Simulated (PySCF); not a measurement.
**How the functional moves excitation energies**

Acrylonitrile, C3H3N.
Geometry (PBE0-D3(BJ)/def2-SVP, Å), atoms numbered from 1 in this order:
```xyz
7
C3H3N angstrom
C     -1.024    0.262   -0.002
C      0.094   -0.472   -0.038
C      1.402    0.096    0.042
N      2.470    0.543    0.105
H     -0.992    1.350    0.094
H     -2.003   -0.217   -0.067
H      0.053   -1.562   -0.134
```

Linear-response calculations in the def2-SVPD basis (PySCF; singlets by full response, triplets Tamm–Dancoff, core orbitals frozen in the response; HF means time-dependent Hartree–Fock). 'Strongest' is the level of largest summed f among the singlets computed (10 roots, of which the last may lack a degenerate partner); it can jump between rows when another state enters that window. S1 is the lowest singlet of each run and needn't be the same state throughout; f(S1) is that of one state. Geometry: PBE0-D3(BJ)/def2-SVP; no solvent, vibrations or thermal averaging.

```
functional                               kind  S1 (eV)  f(S1)  strongest (eV)  T1 (eV)  HOMO (eV)  gap (eV)  ionisation energy, ΔSCF (eV)
       LDA                                LDA     5.70  0.000            6.09     3.94      -7.58      4.58                         11.05
       PBE                                GGA     5.72  0.000            6.07     3.73      -7.36      4.61                         10.75
     B3LYP  global hybrid, 20% exact exchange     6.08  0.000            6.22     3.71      -8.25      6.24                         10.79
      PBE0  global hybrid, 25% exact exchange     6.19  0.000            6.33     3.64      -8.49      6.70                         10.78
 CAM-B3LYP             range-separated hybrid     6.40  0.312            6.40     3.70      -9.79      9.14                         10.87
   wB97X-D             range-separated hybrid     6.41  0.015            6.42     3.81     -10.31     10.34                         10.82
   LC-wPBE             range-separated hybrid     6.61  0.331            6.61     3.62     -11.18     11.70                         10.98
        HF                       Hartree–Fock     6.36  0.000            6.41     3.13     -10.89     12.90                   not settled
```

Question: What does BHandHLYP (global hybrid, 50% exact exchange) give?

Answer: S1 (eV) 6.39, f(S1) 0.310, strongest (eV) 6.39, T1 (eV) 3.59, HOMO (eV) -9.44, gap (eV) 8.75, ionisation energy, ΔSCF (eV) 10.64. S1 runs from 5.70 eV (LDA) to 6.61 eV (LC-wPBE), a spread of 0.91 eV, while the orbital gap spreads over 8.3 eV. −ε(HOMO) comes closest to its own ΔSCF ionisation energy with LC-wPBE (+0.19 eV) and misses most with LDA (-3.47 eV). 'Not settled' means that the ion's SCF failed to converge or may have ended in another state than the lowest.
